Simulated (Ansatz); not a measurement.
Mulliken charges of C2H4O2S, SMILES `O=C(S)CO` from ωB97M-V/def2-TZVPP in Ansatz (PBE0-D4/def2-TZVP geometry).

```tsv
atom	x (Å)	y (Å)	z (Å)	charge (e)
O1	-0.604	1.389	-0.288	-0.308
C2	-0.144	0.450	0.304	0.174
S3	0.088	0.401	2.060	-0.086
C4	0.292	-0.803	-0.422	0.009
O5	0.046	-0.700	-1.784	-0.331
H6	-0.389	1.643	2.246	0.135
H7	1.362	-0.955	-0.218	0.107
H8	-0.243	-1.658	0.013	0.107
H9	-0.319	0.185	-1.929	0.193
```

By hand: the dipole of these point charges (1 e Å = 4.8032 D).

Σ q r = (0.146, -0.182, 0.460) e Å, of length 0.516 e Å = 2.48 D.

How does the dipole of the full density compare? (Estimate.)

Computed: (0.074, -0.020, 0.415) e Å, 2.03 D; the point charges give 1.22 times that, at 19° from its direction.

Point charges leave out the atoms' own dipoles, such as those of lone pairs, and Mulliken's split depends on the basis, so the two needn't agree.
